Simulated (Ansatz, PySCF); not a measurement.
System: dichloromethane, CH₂Cl₂, net charge 0, singlet state. SMILES: ClCCl
Coordinates optimised at B3LYP-D3(BJ)/def2-TZVP (Ansatz, a program for electronic structure):
```xyz
5

C      0.0039     0.0052     0.7673
Cl    -0.0175     1.4825    -0.2263
Cl     0.0153    -1.4855    -0.2061
H     -0.8904    -0.0005     1.3784
H      0.9045     0.0193     1.3690
```

Harmonic wavenumbers (cm⁻¹) at B3LYP/6-31G* (Ansatz, at its own minimum) and at B3LYP-D3(BJ)/def2-TZVP (PySCF, at the structure above). 6-31G* holds six Cartesian d functions. Modes are numbered in rising order, 9 in all, and paired by that order; shown are modes over 250 cm⁻¹ that lie over 6 % from every other mode at both levels, one of each degenerate set, at most eight drawn at random. The second level is harmonic too, so this factor is not the one that brings values to measured fundamentals.

```json
[
 {"mode": "1", "B3LYP/6-31G* (x)": "282", "B3LYP-D3(BJ)/def2-TZVP (y)": "279"},
 {"mode": "4", "B3LYP/6-31G* (x)": "914", "B3LYP-D3(BJ)/def2-TZVP (y)": "901"},
 {"mode": "6", "B3LYP/6-31G* (x)": "1321", "B3LYP-D3(BJ)/def2-TZVP (y)": "1288"},
 {"mode": "7", "B3LYP/6-31G* (x)": "1489", "B3LYP-D3(BJ)/def2-TZVP (y)": "1466"}
]
```

**Question.** Fit one scale factor, y = λ·x, by least squares, and use it for mode 5, which lies at 1197 cm⁻¹ at B3LYP/6-31G*.

**Answer.** λ = Σxy/Σx² = 4786514/4877082 = 0.9814; the rows scatter about it by 5 cm⁻¹ (root mean square). Prediction for mode 5: 1175 cm⁻¹. The wavenumber at B3LYP-D3(BJ)/def2-TZVP is 1172 cm⁻¹, so the fit misses by +3 cm⁻¹, against +25 cm⁻¹ without it. The fit is meant for this molecule alone.
